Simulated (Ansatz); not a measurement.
The input, for Ansatz 0.2.0:

```yaml
crystal:
  periodic: [false, false, false]
  atoms:
    - {symbol: Si, position_ang: [0.000000, 0.000000, 0.000000]}
    - {symbol: Al, position_ang: [0.000000, 0.000000, 6.532000]}
basis:
  gaussian: {orbitals: cc-pVDZ}
magnetization: {spin_polarized: false, initial_magnetization: 3}
correlation: {method: fic_mrcisd_q, electrons: outside_noble_gas, active_space: {window: {electrons: 5, orbitals: 5}}}
```

```sh
$ ansatz run in.yaml --threads 1 --pin off --events-out ev --progress --plain --max-ram 2393MiB
```

Question: Roughly how long does this take on 1 thread of Arm Neoverse V1, shared host, and how much host memory?

Answer: 19 s wall and 0.21 GiB.

```
367 factors; integrals over basis functions are off by at most 2.4e-4 eV
mean field evaluation 1: about -14438.5092 eV, gradient 7.3e0 eV
mean field evaluation 2: about -14438.5093 eV, gradient 7.3e0 eV
mean field evaluation 4: about -14418.9377 eV, gradient 1.9e1 eV
mean field evaluation 8: about -14438.5542 eV, gradient 6.5e0 eV
mean field evaluation 16: about -14441.5473 eV, gradient 2.4e-3 eV
mean field evaluation 32: about -14441.5389 eV, gradient 1.2e-6 eV
mean field evaluation 64: about -14441.5390 eV, gradient 7.3e-2 eV
mean field evaluation 96: about -14441.5305 eV, gradient 6.7e-2 eV
mean field evaluation 128: about -14441.5361 eV, gradient 2.4e-4 eV
mean field evaluation 160: about -14441.5473 eV, gradient 9.1e-3 eV
...
contracted CI cycle   1: correlation 0.00000000 eV, 0.0000000000 hartree, residual 8.70e0 eV
contracted CI cycle   2: correlation -2.57971922 eV, -0.0948029328 hartree, residual 1.57e0 eV
contracted CI cycle   3: correlation -2.68596725 eV, -0.0987074756 hartree, residual 4.41e-1 eV
contracted CI cycle   4: correlation -2.69412309 eV, -0.0990071973 hartree, residual 1.13e-1 eV
contracted CI cycle   5: correlation -2.69469087 eV, -0.0990280628 hartree, residual 3.24e-2 eV
contracted CI cycle   6: correlation -2.69473359 eV, -0.0990296329 hartree, residual 9.90e-3 eV
contracted CI cycle   7: correlation -2.69473713 eV, -0.0990297630 hartree, residual 3.19e-3 eV
contracted CI cycle   8: correlation -2.69473757 eV, -0.0990297791 hartree, residual 1.42e-3 eV
contracted CI cycle   9: correlation -2.69473774 eV, -0.0990297855 hartree, residual 1.31e-3 eV
contracted CI cycle  10: correlation -2.69473786 eV, -0.0990297897 hartree, residual 8.73e-4 eV
state -14441.89258732 eV, -530.7297635175 hartree; corrected -14444.87759130 eV, -530.8394603906 hartree
state -14441.90040203 eV, -530.7300507029 hartree; corrected -14444.88550050 eV, -530.8397510484 hartree
WARN: the results are in doubt because another end's mean lies 0.012 eV lower, and its corrected mean 0.011 eV higher
Total energy: -14444.88550050 eV, -530.8397510484 hartree
In doubt: another end's mean lies 0.012 eV lower, and its corrected mean 0.011 eV higher
```

Natural occupations: 1.9473 1.0000 1.0000 1.0000 0.0527.
